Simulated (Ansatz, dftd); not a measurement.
Reaction: H3BSO (SMILES OBS) → BH2S (SMILES [BH]S, doublet) + HO (SMILES [OH], doublet) (the B-O bond breaks)
Each species at its own B3LYP-D3(BJ)/def2-TZVP minimum (Ansatz, a quantum-chemistry and plane-wave program), one conformer.

Quantity: bond dissociation energy (electronic), in kcal/mol. Radicals and triplets start from unrestricted determinants; spin-orbit coupling is neglected. Correlated methods leave the cores frozen. Rows without X2C or -DK are non-relativistic. CBS(X,Y): correlation extrapolated as X^-3, Hartree-Fock from the larger set (Q,5: extrapolated as (X+1)exp(-9√X)). A bracket is a step between two methods taken in the basis named. Functionals run without relativity, which enters their misses. 'core' is core correlation in cc-pwCVTZ (1s frozen past Ne), 'X2C' scalar relativity in cc-pVTZ-DK, both at CCSD(T).

Compared with CCSD(T)/CBS(cc-pV(Q+d)Z,cc-pV(5+d)Z) + [CCSDT(Q) - CCSD(T)]/cc-pV(D+d)Z + core + X2C (Ansatz): 149.5 kcal/mol.

Costs are rough ratios of core time, to one figure, on one kind of shared machine, summed over the single points of the molecules; atoms, geometries and frequencies are left out. The first row took roughly 8 core seconds; short runs hold start-up time.

```csv
level,program,cost relative to the first row,difference (kcal/mol)
PBE-D3(BJ)/def2-TZVPD,Ansatz + dftd3,1,-2.2
PBE/def2-TZVPD,Ansatz,1,-2.9
r2SCAN-D4/def2-TZVPD,Ansatz + dftd4,2,-7.2
CCSD(T)/cc-pV(D+d)Z,Ansatz,2,-7.1
wB97M-V/def2-TZVPD,Ansatz,3,0.2
CCSD(T)/cc-pV(T+d)Z,Ansatz,5,-2.1
CCSDT(Q)/cc-pV(D+d)Z,Ansatz,30,-7.1
```

The dearest row costs roughly 30 times the first. Costs within a factor of two don't rank. The table holds for this case alone.
